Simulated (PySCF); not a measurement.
Tetrahydroborate, BH4 (charge -1).
SMILES with atom numbers: `[BH4-:1]` (hydrogens: H2, H3, H4, H5 on B1)

Cartesian coordinates in Å at the PBE0-D3(BJ)/def2-TZVP level; atoms count from 1:
```
atom  x, y, z in Å
B1    -0.0062    0.0229   -0.0318
H2    -0.7879   -0.8141   -0.5028
H3     0.1437   -0.1886    1.1794
H4    -0.4677    1.1602   -0.1975
H5     1.0884   -0.0658   -0.6042
```

Computed, not measured: PBE0-D3(BJ)/def2-TZVP geometry optimisation, gas phase (PySCF 2.14.0).

Masses are those of the commonest isotopes; rigid-rotor values at the optimised geometry. 

Question: What are A, B and C (MHz)?

Answer: Ia = 4.12, Ib = 4.12, Ic = 4.12 u·Å²; 505379 MHz·u·Å²/I gives A = 122652, B = 122587, C = 122560 MHz.

Question: Classify the top.

Answer: A spherical top, as the point group Td requires three equal moments; the computed ones differ by 0.08 % because the geometry is symmetric only within the optimiser's tolerance.

The point group Td allows no dipole (computed: 0.00 D (about the centre of mass, as the species is charged)), so a rigid rotor has no electric-dipole lines.

Question: Estimate the classical rotational partition function at 50 K and 200 K.

Answer: Point group Td, symmetry number σ = 12; q = (√π/σ)·√((kT/h)³/(ABC)), k/h = 20836.6 MHz/K: 3.7 at 50 K, 29.3 at 200 K.

Whether it is a minimum is left open (no frequencies). Geometry: PBE0-D3(BJ)/def2-TZVP; no solvent, vibrations or thermal averaging. These are rigid-rotor constants of the computed structure; measured ground-state constants (B0) also hold zero-point vibration.
